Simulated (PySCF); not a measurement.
Species: `Fc1ccccc1`. The columns A, B, C and D hold Mulliken, IAO, Hirshfeld and ESP-fitted charges (e) of one PBE0/pcSseg-2 density (PySCF), in a shuffled order. Coordinates in Å (PBE0-D3(BJ)/def2-TZVP); the density's dipole moment is (1.22, 0.83, 0.27) D.

```tsv
atom	x	y	z	A	B	C	D
F1	-2.177	-1.482	-0.486	-0.277	-0.235	-0.089	-0.274
C2	-1.087	-0.742	-0.242	+0.305	+0.450	+0.087	+0.368
C3	0.140	-1.371	-0.153	-0.197	-0.324	-0.068	-0.108
C4	1.264	-0.596	0.096	-0.141	-0.061	-0.044	-0.008
C5	1.151	0.778	0.252	-0.168	-0.235	-0.058	-0.026
C6	-0.095	1.382	0.159	-0.141	-0.055	-0.044	-0.008
C7	-1.229	0.623	-0.090	-0.197	-0.322	-0.068	-0.108
H8	0.202	-2.444	-0.278	+0.170	+0.181	+0.059	+0.037
H9	2.234	-1.074	0.168	+0.160	+0.136	+0.057	+0.031
H10	2.032	1.377	0.446	+0.158	+0.153	+0.053	+0.028
H11	-0.189	2.455	0.281	+0.160	+0.133	+0.057	+0.031
H12	-2.212	1.071	-0.167	+0.170	+0.180	+0.059	+0.037
```

Task: Which column most likely holds the ESP-fitted charges?

Result: B. Σ q r misses the density's dipole by 0.03 D (B), 0.39 D (D), 0.55 D (C), 1.06 D (A). Charges fitted to the outside potential are the only set here that is tied to the molecule's multipoles.

Task: And the Hirshfeld charges?

Result: C. The mean sizes are 0.062 e (C), 0.089 e (D), 0.187 e (A), 0.205 e (B), and Hirshfeld charges are commonly the smallest of these schemes.

As computed, A = IAO, B = ESP-fitted, C = Hirshfeld, D = Mulliken. Hydrogens on carbon: IAO +0.16 to +0.17, ESP-fitted +0.13 to +0.18, Hirshfeld +0.05 to +0.06, Mulliken +0.03 to +0.04 e.

The ESP scheme is a least-squares fit of atom-centred charges to the potential on four shells outside the van der Waals surface, with the total charge fixed. The Hirshfeld scheme weights the molecular density at each point by an atom's share of the summed free-atom densities.

Geometry: PBE0-D3(BJ)/def2-TZVP; no solvent, vibrations or thermal averaging.
